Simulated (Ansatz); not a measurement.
Ansatz (an electronic-structure program) input (B3LYP-D3(BJ)/def2-TZVP):

Ansatz 0.2 input:
```yaml
crystal:
  periodic: [false, false, false]
  atoms:
    - {symbol: C, position_ang: [0.00677472, -0.26582496, 0.55298312]}
    - {symbol: C, position_ang: [0.02805124, -0.99885181, -0.85176390]}
    - {symbol: C, position_ang: [0.02412530, 0.33040610, -0.78971237]}
    - {symbol: H, position_ang: [0.90785211, -0.22082364, 1.20275262]}
    - {symbol: H, position_ang: [-0.91245876, -0.22516644, 1.17727103]}
    - {symbol: H, position_ang: [0.02780082, 1.34269984, -1.19431645]}
basis:
  gaussian:
    orbitals: def2-TZVP
hamiltonian:
  xc: b3lyp
  dispersion: d3bj
total_charge: -1
relax: {f_tol: 0.002, max_steps: 150}
```

End of the output:

```
mean field: 0.29 GiB planned
mean field -3157.49420874 eV, -116.0357719449 hartree, gradient 2.3e-5 eV, S^2 0.000000; 0 other end points of the search recorded, 0 dependent functions left out
the calculation of the forces begins
reference -3157.49440120 eV, -116.0357790175 hartree; 11, 11 occupied and 100, 100 virtual orbitals, 672 factors
relax step   6: F+E_penalty+E_count = -3157.63217213 eV  Δ(F+E_penalty+E_count) = -2.181e-3 eV  max|allowed force component| = 4.301e-2 eV/Å  Δτ_max = 0.0065 Å  (32 SCF iters, accepted)
these checks for a lower state are left out or cut short: starts, cluster_reference, orbital_swaps, neighbouring_geometries, increment
integrals: 0.02 GiB planned
672 factors; their error is unknown
mean field: 0.29 GiB planned
mean field -3157.49425384 eV, -116.0357736020 hartree, gradient 2.3e-5 eV, S^2 0.000000; 0 other end points of the search recorded, 0 dependent functions left out
the calculation of the forces begins
reference -3157.49444639 eV, -116.0357806781 hartree; 11, 11 occupied and 100, 100 virtual orbitals, 672 factors
relax step   7: F+E_penalty+E_count = -3157.63221162 eV  Δ(F+E_penalty+E_count) = -3.949e-5 eV  max|allowed force component| = 2.303e-2 eV/Å  Δτ_max = 0.0012 Å  (33 SCF iters, accepted)
these checks for a lower state are left out or cut short: starts, cluster_reference, orbital_swaps, neighbouring_geometries, increment
integrals: 0.02 GiB planned
672 factors; their error is unknown
mean field: 0.29 GiB planned
mean field evaluation 64: about -3157.4943 eV, gradient 2.6e-4 eV
mean field -3157.49425414 eV, -116.0357736130 hartree, gradient 2.3e-5 eV, S^2 0.000000; 0 other end points of the search recorded, 0 dependent functions left out
the calculation of the forces begins
reference -3157.49444671 eV, -116.0357806898 hartree; 11, 11 occupied and 100, 100 virtual orbitals, 672 factors
relax step   8: F+E_penalty+E_count = -3157.63221881 eV  Δ(F+E_penalty+E_count) = -7.192e-6 eV  max|allowed force component| = 4.574e-3 eV/Å  Δτ_max = 0.0006 Å  (32 SCF iters, accepted)
these checks for a lower state are left out or cut short: starts, cluster_reference, orbital_swaps, neighbouring_geometries, increment
integrals: 0.02 GiB planned
672 factors; their error is unknown
mean field: 0.29 GiB planned
mean field -3157.49425446 eV, -116.0357736251 hartree, gradient 2.3e-5 eV, S^2 0.000000; 0 other end points of the search recorded, 0 dependent functions left out
the calculation of the forces begins
reference -3157.49444705 eV, -116.0357807024 hartree; 11, 11 occupied and 100, 100 virtual orbitals, 672 factors
relax step   9: F+E_penalty+E_count = -3157.63221935 eV  Δ(F+E_penalty+E_count) = -5.359e-7 eV  max|allowed force component| = 4.393e-4 eV/Å  Δτ_max = 0.0002 Å  (32 SCF iters, accepted)
integrals: 0.02 GiB planned
672 factors; their error is unknown
mean field: 0.29 GiB planned
mean field evaluation 96: about -3157.4943 eV, gradient 7.1e-5 eV
mean field -3157.49425446 eV, -116.0357736251 hartree, gradient 2.3e-5 eV, S^2 0.000000; 1 other end points of the search recorded, 0 dependent functions left out
the calculation of the forces begins
reference -3157.49444705 eV, -116.0357807024 hartree; 11, 11 occupied and 100, 100 virtual orbitals, 672 factors
Total energy: -3157.63241193 eV, -116.0408508184 hartree
Atom 0 at     0.006127    -0.222498     0.590141 Å, force    -0.000017     0.000017     0.000390 eV/Å
Atom 1 at     0.028290    -0.953190    -0.869684 Å, force    -0.000226    -0.000439    -0.000343 eV/Å
Atom 2 at     0.023683     0.359600    -0.754908 Å, force     0.000192     0.000239    -0.000400 eV/Å
Atom 3 at     0.906148    -0.263954     1.218153 Å, force    -0.000126     0.000232     0.000122 eV/Å
Atom 4 at    -0.910977    -0.267953     1.192644 Å, force     0.000117    -0.000179     0.000162 eV/Å
Atom 5 at     0.028874     1.310434    -1.279131 Å, force     0.000061     0.000131     0.000069 eV/Å
Dipole moment:    -0.005803     0.587815     0.317882 e Å
```

It need not be the lowest isomer of its formula. Whether it binds its extra electron was not tested at this geometry.
